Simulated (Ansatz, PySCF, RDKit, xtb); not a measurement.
**CH4B: a search for the lowest isomer**

Given the formula CH4B (odd number of electrons) and nothing else, which arrangement of the atoms is the most stable in the gas at 298.15 K, and what are its properties?

The funnel: GFN2-xTB relaxations, single points with a density functional, relaxations at PBE-D3(BJ)/def2-SVP, harmonic vibrations, and a last energy at a higher level. All values are calculated.

6 further runs of the same task are left out: 6 set aside as unsound or not needed.

## 1. Possible bonding patterns

All bonding patterns within simple valence rules are listed by program: one Lewis structure each, at most two rings and one unusual centre or charged pair. O–O, O–halogen and N–halogen bonds and N–N–N chains are not drawn. That gives 2 candidates.

```tsv
label	SMILES	spin
c256	[BH]C	doublet
c512	B[CH2]	doublet
```

Candidates are built by distance geometry, with a force field where one applies, in up to four conformers (letters a to d). 3 starts with atoms placed at random are added, to find patterns that the rules miss.

**Question.** With final energies at CCSD(T)/def2-TZVPP, which structure will this search put lowest in free energy, and by what margin?

| quantity | value |
| --- | --- |
| lowest structure found | B[CH2], doublet, C2 |
| next finalist | [BH]C, doublet, 8.7 kcal/mol higher in G |
| share at equilibrium, among the finalists | 100.0 % |
| harmonic wavenumbers, lowest and highest (PBE-D3(BJ)/def2-SVP) | 381 and 3138 cm⁻¹ |
| rotational constants, same geometry | 4.271, 0.8015, 0.6845 cm⁻¹ |
| dipole moment (PBE0/def2-TZVPD) | 1.16 D |
| HOMO energy (highest over α and β) (PBE0/def2-TZVPD) | -7.64 eV |
| LUMO energy (lowest over α and β) (PBE0/def2-TZVPD) | -3.44 eV |
| lowest excitation (TD-CAM-B3LYP/def2-SVPD) | 3.67 eV (f = 0.002) |
| strongest of the states computed, same level | 5.35 eV (f = 0.051) |
| vertical ionisation energy (to the singlet cation) | 10.19 eV |
| vertical electron affinity | 1.46 eV |
| vertical quartet less doublet | +5.99 eV |

`B[CH2]` comes out lowest. Among the finalists first place is clear (8.7 kcal/mol); structures outside the list aren't covered. GFN2-xTB, HF/STO-3G, r2SCAN-D4/def2-SVP, PBE-D3(BJ)/def2-SVP, HF/def2-TZVPP and MP2/def2-TZVPP already put its bonding pattern lowest among the structures in one piece. The stability test raises a flag; for an open shell a flag towards a general spinor solution can be the free rotation of the spin. Lowest found is not proven lowest: the search is finite, and each finalist counts with one conformer. Patterns outside the rules of the enumeration were met only by chance.
